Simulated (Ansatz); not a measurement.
Relaxation of CH5B (7 atoms, charge 0, multiplicity 1), to a largest force component of 0.03 eV/Å in at most 50 steps.

Computed with RKS B3LYP/def2-SVP (Ansatz 0.2.0).

```xyz
7
Properties=species:S:1:pos:R:3:forces:R:3
B -0.376 -0.189 -0.869 -0.10 -0.03 -0.21
C 1.213 -0.044 1.444 0.20 0.07 0.10
H 0.284 -0.629 1.512 0.01 -0.04 -0.01
H 1.953 -0.486 2.126 0.02 0.00 0.00
H 1.010 0.994 1.740 -0.01 0.00 0.02
H 1.630 -0.070 0.421 -0.12 -0.03 0.09
H -1.116 0.423 -0.078 0.00 0.03 0.00
```

Q: Where does it end, and by what steps?

A: The run converged. After 8 steps the energy has fallen by 0.064 eV; H3 moved furthest, 0.52 Å.

| step | energy less start (eV) | largest force component (eV/Å) | accepted |
| --- | --- | --- | --- |
| 0 | 0.0000 | 0.209 | yes |
| 1 | -0.0441 | 0.135 | yes |
| 2 | -0.0553 | 0.277 | yes |
| 3 | -0.0579 | 0.225 | yes |
| 4 | -0.0617 | 0.103 | yes |
| 5 | -0.0632 | 0.031 | yes |
| 6 | -0.0635 | 0.055 | yes |
| 7 | -0.0639 | 0.052 | yes |
| 8 | -0.0641 | 0.007 | yes |

```xyz
7
Properties=species:S:1:pos:R:3
B -0.409 0.034 -1.237
C 1.247 -0.079 1.584
H 0.434 -0.683 2.011
H 2.207 -0.398 2.015
H 1.076 0.983 1.810
H 1.291 -0.225 0.490
H -1.248 0.369 -0.379
```

Whether the end is a true minimum wasn't checked by a vibrational analysis.

Time of the run: 11 s on 1 thread of Arm Neoverse V1, on a shared host, peak memory 0.1 GiB.
